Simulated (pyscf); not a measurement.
Thermochemistry of product channels of H₂B–PH₂ + gallane (GaH₃) on the singlet surface, in kcal/mol, from ωB97M-D3(BJ)/def2-TZVP energies (ideal gas, 1 atm, RRHO with modes under 100 cm⁻¹ raised to 100, one conformer, R ln 2 for chiral ones without a mode under 150 cm⁻¹). Optimised with ωB97X-D3(BJ)/def2-SVP in PySCF.

```csv
products,ΔE,ΔH(298 K),ΔG(900 K),ΔG(1200 K)
H₂P–GaH₂ + borane (BH₃),-3.0,-2.4,-3.5,-3.9
H₂B–PH–GaH₂ + hydrogen (H₂),-12.1,-12.5,-9.5,-9.2
H₂P–BH–GaH₂ + hydrogen (H₂),+6.3,+5.2,+6.9,+6.6
```

These are energies of the channels, which say nothing of barriers. Elements up to Kr have no core potential and no relativistic terms here.
